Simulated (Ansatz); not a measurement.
# AlH3+ (doublet): wave-function methods side by side at distance Al1–H3 = 1.560 Å, cc-pVDZ

How much of the correlation energy of AlH3+ (doublet) does each wave-function method recover here?

Program: Ansatz 0.2.0, Gaussian basis. Level of theory: cc-pVDZ, core rule «outside noble gas», up to 5 orbitals frozen. These are calculated values, not measurements.

The runs, in order: UHF; CCSD(T) on ROHF; CCSD(T) on UHF; BCCD(T) on ROHF; CISD; CCSDT(Q) on ROHF; CCSDT(Q) on UHF; CASSCF and MRCISD+Q, 3 electrons in 3 orbitals; CASSCF and NEVPT2, 3 electrons in 3 orbitals; CASSCF and MRCISD+Q, 5 electrons in 7 orbitals; CASSCF and NEVPT2, 5 electrons in 7 orbitals; Full CI.

39 further runs of the same task are left out: 20 for a known fault of the program, 14 that didn't finish, 5 set aside as unsound or not needed.

**1. The geometry**

The geometry derives from a PBE0/def2-TZVP stationary point (not a proven minimum). One bond is set to the value named and the two fragments are kept rigid.

4 atoms, charge 1, spin multiplicity 2.

Atoms are counted from 1 here; the program's logs count them from 0.

Bond lengths: Al1–H2 1.560 Å, Al1–H3 1.560 Å. Angles: H2–Al1–H3 167.6°.

**2. UHF**

File in.yaml:

```yaml
crystal:
  periodic: [false, false, false]
  atoms:
    - {symbol: Al, position_ang: [0.000000, 0.057143, 0.000000]}
    - {symbol: H, position_ang: [0.000000, 0.226182, -1.551199]}
    - {symbol: H, position_ang: [0.000000, 0.226189, 1.551197]}
    - {symbol: H, position_ang: [0.000000, -1.982029, 0.000004]}
basis:
  gaussian: {orbitals: cc-pVDZ}
total_charge: 1
magnetization: {spin_polarized: true, initial_magnetization: 1}
hamiltonian: {xc: hf}
output: {orbitals: {seedname: orbitals}}
```

Started as:

```sh
ansatz run in.yaml --threads 1 --pin off --events-out ev --progress --plain --max-ram 2393MiB
```

Further steps of the session: CCSD(T) on ROHF; CCSD(T) on UHF; BCCD(T) on ROHF; CISD; CCSDT(Q) on ROHF; CCSDT(Q) on UHF; CASSCF and MRCISD+Q, 3 electrons in 3 orbitals; CASSCF and NEVPT2, 3 electrons in 3 orbitals; CASSCF and MRCISD+Q, 5 electrons in 7 orbitals; CASSCF and NEVPT2, 5 electrons in 7 orbitals; Full CI.

Before running them: what should the planned runs give, taken together? Wanted: FCI below the RHF energy; RMP2 from FCI; UMP2 from FCI; RCCSD from FCI; RCCSD(T) from FCI; UCCSD(T) from FCI; RCCSDT(Q) from FCI; UCCSDT(Q) from FCI; NEVPT2 pair from FCI.

As calculated:

| quantity | value |
| --- | --- |
| FCI below the RHF energy | -1.9892 eV |
| RMP2 from FCI | +52.5 kJ/mol |
| UMP2 from FCI | +51.9 kJ/mol |
| RCCSD from FCI | +3.2 kJ/mol |
| RCCSD(T) from FCI | +1.1 kJ/mol |
| UCCSD(T) from FCI | +1.0 kJ/mol |
| RCCSDT(Q) from FCI | 0.0 kJ/mol |
| UCCSDT(Q) from FCI | 0.0 kJ/mol |
| NEVPT2 pair from FCI | +49.9 kJ/mol |
| MRCISD+Q pair from FCI | -1.5 kJ/mol |
| NEVPT2 valence from FCI | +26.0 kJ/mol |
| levels within 1 kcal/mol (43 meV) | RCCSD, UCCSD, RCCSD(T), UCCSD(T), BCCD(T), RCCSDT, UCCSDT, RCCSDT(Q), UCCSDT(Q), MRCISD+Q pair, MRCISD valence, MRCISD+Q valence |
| T1 diagnostic | 0.021 |
| effectively unpaired electrons | 1.03 |

**Reading.** RCCSD(T) misses by +1.1 kJ/mol, 0.6 % of the correlation energy. MRCISD+Q pair falls below full CI: the +Q correction isn't variational, and the cores differ from full CI's. One determinant dominates. Of the multireference levels listed MRCISD+Q valence comes nearest in total energy (-0.1 kJ/mol), which doesn't show that its space is the better one. These misses are within one basis, not against nature; the frozen cores of restricted and unrestricted runs differ, which can shift their rows.
